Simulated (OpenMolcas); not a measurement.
OpenMolcas timings: doublet [SiH2]+

The species is [SiH2]+ (3 atoms), meant as a doublet with charge +1. As SMILES of the parent species, `[SiH2]`. Geometry: relaxed at PBE0-D4/def2-TZVP. That shape belongs to the parent species and isn't relaxed for this state.

```xyz
3

Si   -0.4912    0.4686   -0.2136
H     0.8403    0.5786    0.5225
H    -0.3491   -1.0472   -0.3089
```

Program: OpenMolcas 26.06. Hardware: 1 thread of AMD EPYC 7R43 (Zen 3), shared host, so times are rough. Two-electron integrals are exact unless an approximation is named.

Task: Estimate their order by wall time, quickest first.
A. energy at UHF/3-21G
B. energy at UB3LYP/6-31G* (Cartesian functions), grid UltraFine
C. energy at USVWN5/aug-cc-pVTZ, grid UltraFine

Result: A (2.8 s), B (8.1 s), C (26 s).
